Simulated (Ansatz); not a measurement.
Basis-set extrapolation for `CCC(C)=O` (PBE0-D4/def2-TZVP geometry, frozen core, Ansatz). Multiplicity 1, RHF reference.

```
                      def2-TZVPP   def2-QZVPP
                 HF  -231.088576  -231.099456
    MP2 correlation    -0.912264    -0.973781
CCSD(T) correlation    -0.991876      not run
```

Energies in hartree. Use E(X) = E(∞) + A·exp(−7.88·√X) for Hartree–Fock and E(X) = E(∞) + B·X^(−2.97) for correlation, with X = 3 and 4, and add CCSD(T) minus MP2 of the smaller set to the MP2 limit.

**Question.** What is the CCSD(T) energy at the basis-set limit?

**Answer.** HF limit: -231.099456 + (-0.010880) × 0.13774 = -231.10095. MP2 limit: -0.973781 + (-0.061517) × 0.74074 = -1.01935. Higher-order term: -0.991876 − (-0.912264) = -0.07961. Total: -232.19991 hartree, 3.25 eV below CCSD(T)/def2-TZVPP.
